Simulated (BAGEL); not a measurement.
# CH6SSi (Si(SMe)H3): B3LYP/6-31G(d) (density fitting with qzvpp-jkfit, spherical functions)

What is the energy change on altering one bond length of CH6SSi (Si(SMe)H3) at B3LYP/6-31G* (density fitting with qzvpp-jkfit, spherical functions)? 

Program for the calculation: BAGEL 1.2.2.

## 1. The molecule

The species is CH6SSi (9 atoms), meant as a singlet with charge 0. SMILES: `[H][Si]([H])([H])SC`. The coordinates come from a GFN2-xTB relaxation.

Bond lengths: Si1–S2 2.141 Å, S2–C3 1.821 Å, C3–H4 1.086 Å, C3–H5 1.085 Å, C3–H6 1.086 Å, Si1–H7 1.460 Å, Si1–H8 1.449 Å, Si1–H9 1.460 Å. Some angles: Si1–S2–C3 100.3°, S2–Si1–H7 108.3°, S2–Si1–H8 103.5°, S2–Si1–H9 107.6°, S2–C3–H4 109.6°, S2–C3–H5 106.8°, S2–C3–H6 109.9°, H7–Si1–H8 113.4°, H7–Si1–H9 109.9°, H8–Si1–H9 113.6°.

## 2. The energy at B3LYP/6-31G(d) (density fitting with qzvpp-jkfit, spherical functions)

File input.json:

```json
{ "bagel" : [

{
  "title" : "molecule",
  "basis" : "6-31gs.json",
  "df_basis" : "qzvpp-jkfit",
  "angstrom" : true,
  "geometry" : [
    { "atom" : "Si", "xyz" : [      -0.367610,       0.847030,      -1.211930 ] },
    { "atom" : "S", "xyz" : [      -0.424760,       0.796280,       0.927960 ] },
    { "atom" : "C", "xyz" : [       0.355170,      -0.820020,       1.235220 ] },
    { "atom" : "H", "xyz" : [      -0.246300,      -1.606270,       0.789020 ] },
    { "atom" : "H", "xyz" : [       0.395280,      -0.950100,       2.311360 ] },
    { "atom" : "H", "xyz" : [       1.359700,      -0.829060,       0.823290 ] },
    { "atom" : "H", "xyz" : [       1.030150,       0.837800,      -1.633380 ] },
    { "atom" : "H", "xyz" : [      -1.060400,       2.076470,      -1.540820 ] },
    { "atom" : "H", "xyz" : [      -1.041220,      -0.352130,      -1.700720 ] }
  ]
},

{
  "title" : "ks",
  "xc_func" : "b3lyp"
},

{
  "title" : "print",
  "file" : "orbitals.molden",
  "orbitals" : true
}

]}
```

The basis set 6-31G* is read from a file made from the Basis Set Exchange's data (not shown).

The run is started by

```sh
BAGEL_NUM_THREADS=1 BAGEL input.json > input.out
```

Log:

```text
* using 1 threads per process

  ===============================================================
  ===============================================================

  *** Geometry ***

  { "atom" : "Si", "xyz" : [     -0.694682,      1.600655,     -2.290216 ] },
  { "atom" : "S", "xyz" : [     -0.802680,      1.504751,      1.753590 ] },
  { "atom" : "C", "xyz" : [      0.671174,     -1.549613,      2.334228 ] },
  { "atom" : "H", "xyz" : [     -0.465440,     -3.035410,      1.491032 ] },
  { "atom" : "H", "xyz" : [      0.746971,     -1.795429,      4.367837 ] },
  { "atom" : "H", "xyz" : [      2.569461,     -1.566696,      1.555793 ] },
  { "atom" : "H", "xyz" : [      1.946701,      1.583213,     -3.086641 ] },
  { "atom" : "H", "xyz" : [     -2.003866,      3.923960,     -2.911728 ] },
  { "atom" : "H", "xyz" : [     -1.967621,     -0.665429,     -3.213895 ] },

  Number of auxiliary basis functions:      439

  Since a DF basis is specified, we compute 2- and 3-index integrals:
    o Being stored without compression. Storage requirement is 0.014 GB

  Number of basis functions:       62
  Number of electrons      :       42

    * METHOD: MOLECULE                             0.18

  *** Kohn-Sham DFT ***

    * Removing 15612 points whose weight is below 1.00e-10
    * Grid points: 118542

  === Nuclear Repulsion ===
   153.1567558451

       - DIIS with orbital gradients will be used.

  === KS iteration (b3lyp / 6-31gs.json) ===
      0       -681.29983563          0.13454356           0.27
      1       -623.16637766          0.18985437           0.26
      2       -679.12662952          0.09059581           0.25
      3       -717.26157838          0.11403715           0.25
      4       -715.92669445          0.11945129           0.25
      5       -718.23234974          0.11132504           0.26
      6       -717.83117992          0.11892709           0.26
      7       -716.19010886          0.11417168           0.26
      8       -686.53153257          0.18224073           0.26
      9       -729.16156137          0.02610425           0.26
     10       -729.31476950          0.01453081           0.26
     11       -729.36378619          0.01106477           0.26
     12       -729.40708968          0.00152468           0.26
     13       -729.40799856          0.00039900           0.26
     14       -729.40808141          0.00008121           0.26
     15       -729.40808389          0.00002749           0.26
     16       -729.40808413          0.00000302           0.26
     17       -729.40808413          0.00000171           0.26
     18       -729.40808413          0.00000054           0.26
     19       -729.40808413          0.00000011           0.26
     20       -729.40808413          0.00000002           0.26
     21       -729.40808413          0.00000000           0.26
    * SCF iteration converged.

    * Permanent dipole moment:
           (   -0.261614,     0.504841,     0.373780) a.u.

    * METHOD: KS                                   6.18

    * METHOD: PRINT                                0.01

  ===============================================================
```

Wall time 6.6 s (1 thread of Arm Neoverse V1, shared host); peak memory 0.37 GiB.

## 3. The distorted shape at the same level

File dft.json:

```json
{ "bagel": [

{
  "title": "molecule",
  "basis": "6-31gs.json",
  "df_basis": "qzvpp-jkfit",
  "angstrom": "true",
  "geometry": [
    { "atom": "Si", "xyz": [      -0.266581,       1.026883,      -1.138620 ] },
    { "atom": "S", "xyz": [      -0.323731,       0.976133,       1.001270 ] },
    { "atom": "C", "xyz": [       0.456199,      -0.640167,       1.308530 ] },
    { "atom": "H", "xyz": [      -0.145271,      -1.426417,       0.862330 ] },
    { "atom": "H", "xyz": [       0.496309,      -0.770247,       2.384670 ] },
    { "atom": "H", "xyz": [       1.460729,      -0.649207,       0.896600 ] },
    { "atom": "H", "xyz": [       1.131179,       1.017653,      -1.560070 ] },
    { "atom": "H", "xyz": [      -0.959371,       2.256323,      -1.467510 ] },
    { "atom": "H", "xyz": [      -1.041220,      -0.352130,      -1.700720 ] }
  ]
},

{
  "title": "ks",
  "xc_func": "b3lyp"
},

{
  "title": "print",
  "file": "orbitals.molden",
  "orbitals": "true"
}

]}
```

The basis set 6-31G* is read from a file made from the Basis Set Exchange's data (not shown).

The run is started by

```sh
BAGEL_NUM_THREADS=1 BAGEL dft.json > dft.out
```

Log:

```text
* using 1 threads per process

  ===============================================================
  ===============================================================

  *** Geometry ***

  { "atom" : "Si", "xyz" : [     -0.503765,      1.940528,     -2.151680 ] },
  { "atom" : "S", "xyz" : [     -0.611763,      1.844624,      1.892126 ] },
  { "atom" : "C", "xyz" : [      0.862091,     -1.209740,      2.472763 ] },
  { "atom" : "H", "xyz" : [     -0.274522,     -2.695537,      1.629568 ] },
  { "atom" : "H", "xyz" : [      0.937888,     -1.455556,      4.506373 ] },
  { "atom" : "H", "xyz" : [      2.760378,     -1.226823,      1.694328 ] },
  { "atom" : "H", "xyz" : [      2.137619,      1.923085,     -2.948105 ] },
  { "atom" : "H", "xyz" : [     -1.812948,      4.263833,     -2.773192 ] },
  { "atom" : "H", "xyz" : [     -1.967621,     -0.665429,     -3.213895 ] },

  Number of auxiliary basis functions:      439

  Since a DF basis is specified, we compute 2- and 3-index integrals:
    o Being stored without compression. Storage requirement is 0.014 GB

  Number of basis functions:       62
  Number of electrons      :       42

    * METHOD: MOLECULE                             0.19

  *** Kohn-Sham DFT ***

    * Removing 15429 points whose weight is below 1.00e-10
    * Grid points: 118725

  === Nuclear Repulsion ===
   152.2801533953

       - DIIS with orbital gradients will be used.

  === KS iteration (b3lyp / 6-31gs.json) ===
      0       -681.37307493          0.13358902           0.29
      1       -623.21482529          0.18933410           0.27
      2       -679.29712047          0.09013836           0.28
      3       -717.36277069          0.11349732           0.27
      4       -717.92992737          0.11215454           0.28
      5       -718.74669296          0.11152979           0.28
      6       -718.70972308          0.11276493           0.27
      7       -719.57785690          0.10264237           0.27
      8       -688.50363711          0.18469238           0.27
      9       -729.14818482          0.02562865           0.27
     10       -729.32064657          0.01176663           0.27
     11       -729.37627849          0.00819363           0.27
     12       -729.39857080          0.00145086           0.27
     13       -729.39931339          0.00031775           0.28
     14       -729.39936532          0.00007797           0.28
     15       -729.39936862          0.00001522           0.29
     16       -729.39936869          0.00000343           0.28
     17       -729.39936869          0.00000172           0.27
     18       -729.39936869          0.00000030           0.27
     19       -729.39936869          0.00000012           0.28
     20       -729.39936869          0.00000002           0.28
     21       -729.39936869          0.00000000           0.27
    * SCF iteration converged.

    * Permanent dipole moment:
           (   -0.331864,     0.399196,     0.285143) a.u.

    * METHOD: KS                                   6.64

    * METHOD: PRINT                                0.01

  ===============================================================
```

Wall time 7.2 s (1 thread of Arm Neoverse V1, shared host); peak memory 0.37 GiB.

## 4. What came out

At B3LYP/6-31G* (density fitting with qzvpp-jkfit, spherical functions):

```
                                                          quantity          value
                                         first shape: total energy  -729.40808 Eh
                                        first shape: dipole moment         1.73 D
                                          first shape: HOMO energy       -6.38 eV
                                          first shape: LUMO energy        0.14 eV
                                        first shape: HOMO–LUMO gap        6.52 eV
                                     distorted shape: total energy  -729.39937 Eh
                                    distorted shape: dipole moment         1.51 D
                                      distorted shape: HOMO energy       -6.45 eV
                                      distorted shape: LUMO energy        0.10 eV
                                    distorted shape: HOMO–LUMO gap        6.55 eV
energy change with the Si1–H9 bond stretched from 1.460 to 1.679 Å       0.237 eV
```

In words: With the Si1–H9 bond stretched from 1.460 to 1.679 Å the energy rises by 0.24 eV (22.9 kJ/mol). The first shape isn't relaxed at this level, so the change isn't measured from a minimum.
